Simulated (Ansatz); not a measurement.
**Propane (C₃H₈): taking an electron away**

One table from this session's results is given with a row withheld; the runs are named, their logs left out.

The runs use Ansatz 0.2.0, Gaussian basis; unrestricted cation, the program's frozen cores in correlated methods.

The runs, in order: UKS PBE-D4/def2-TZVPP; UKS r2SCAN-D4/def2-TZVPP; UKS PBE0-D4/def2-TZVPP; UKS B3LYP-D4/def2-TZVPP; UKS wB97X-V/def2-TZVPP; UKS wB97M-V/def2-TZVPP; UKS B2PLYP/def2-TZVPP; UHF-CCSD(T)/def2-TZVPP; UHF-CCSD(T)/def2-QZVPP; extrapolation to the limit; then −ε(HOMO) from the neutral's earlier runs with LDA (SPW92), PBE-D4, revPBE-D4, BLYP-D4, r2SCAN-D4, B97M-V, PBE0-D4, B3LYP-D4, r2SCANh-D4, r2SCAN0-D4, HSE06-D4, BHLYP-D4, CAM-B3LYP-D4, LC-ωPBE, ωB97X-V, ωB97M-V.

**The geometry**

An earlier PBE0-D4 in a triple-zeta def2 set relaxation fixed the geometry.

SMILES `CCC`, 11 atoms, charge 0, spin multiplicity 1.

Atoms are counted from 1 here; the program's logs count them from 0.

Bond lengths: C1–C2 1.519 Å, C1–H4 1.094 Å, C1–H5 1.094 Å, C1–H6 1.093 Å, C2–C3 1.519 Å, C2–H7 1.095 Å, C2–H8 1.095 Å, C3–H9 1.093 Å, C3–H10 1.094 Å, C3–H11 1.094 Å. Angles: C2–C1–H4 111.1°, C2–C1–H5 111.1°, C2–C1–H6 111.7°, H4–C1–H5 107.4°, H4–C1–H6 107.7°, H5–C1–H6 107.7°, C1–C2–C3 112.7°, C1–C2–H7 109.5°, C1–C2–H8 109.5°, C3–C2–H7 109.5°, C3–C2–H8 109.5°, H7–C2–H8 106.0°, C2–C3–H9 111.7°, C2–C3–H10 111.1°, C2–C3–H11 111.1°, H9–C3–H10 107.7°, H9–C3–H11 107.7°, H10–C3–H11 107.4°.

The first run:

File in.yaml:

```yaml
crystal:
  periodic: [false, false, false]
  atoms:
    - {symbol: C, position_ang: [-0.832471, 0.724328, -0.658451]}
    - {symbol: C, position_ang: [-0.123983, 0.185079, 0.572577]}
    - {symbol: C, position_ang: [0.924269, -0.861368, 0.234508]}
    - {symbol: H, position_ang: [-1.340377, -0.077437, -1.202287]}
    - {symbol: H, position_ang: [-0.122274, 1.189008, -1.348558]}
    - {symbol: H, position_ang: [-1.581743, 1.475219, -0.396802]}
    - {symbol: H, position_ang: [0.346967, 1.012099, 1.114687]}
    - {symbol: H, position_ang: [-0.861034, -0.244707, 1.259369]}
    - {symbol: H, position_ang: [1.422973, -1.237792, 1.130780]}
    - {symbol: H, position_ang: [1.692711, -0.448772, -0.425656]}
    - {symbol: H, position_ang: [0.474973, -1.715657, -0.280157]}
basis:
  gaussian: {orbitals: def2-TZVPP}
total_charge: 1
magnetization: {spin_polarized: true, initial_magnetization: 1}
hamiltonian: {xc: pbe, dispersion: d4}
```

On the command line:

```
> ansatz run in.yaml --threads 2 --pin off --events-out ev --progress --plain --max-ram 32768MiB --backend cpu
```

Among the steps run: Cation, UKS PBE-D4/def2-TZVPP; Cation, UKS r2SCAN-D4/def2-TZVPP; Cation, UKS PBE0-D4/def2-TZVPP; Cation, UKS B3LYP-D4/def2-TZVPP; Cation, UKS wB97X-V/def2-TZVPP; Cation, UKS wB97M-V/def2-TZVPP; Cation, UKS B2PLYP (frozen core)/def2-TZVPP; Cation, UHF-CCSD(T)/def2-TZVPP; Cation, UHF-CCSD(T)/def2-QZVPP.

One table of the session follows, with a row left open; its other results are not shown here.

For comparison, −ε(HOMO) of the neutral from earlier runs:

| functional | −ε(HOMO) (eV) |
| --- | --- |
| LDA (SPW92) | 7.68 |
| PBE-D4 | 7.70 |
| revPBE-D4 | 7.68 |
| BLYP-D4 | 7.66 |
| r2SCAN-D4 | 8.00 |
| B97M-V | 8.14 |
| PBE0-D4 | 9.11 |
| B3LYP-D4 | 8.95 |
| r2SCANh-D4 | 8.52 |
| r2SCAN0-D4 | 9.31 |
| HSE06-D4 | 8.71 |
| BHLYP-D4 | 10.52 |
| CAM-B3LYP-D4 | 10.58 |
| LC-ωPBE | ? |
| ωB97X-V | 11.61 |
| ωB97M-V | 11.46 |

**Question.** Estimate the row for LC-ωPBE.

As computed: −ε(HOMO) (eV): 11.93. In the column «−ε(HOMO) (eV)» it is the highest.

To keep in mind: The cation may have settled in a state other than its lowest; no search over hole states beyond the program's own was made.
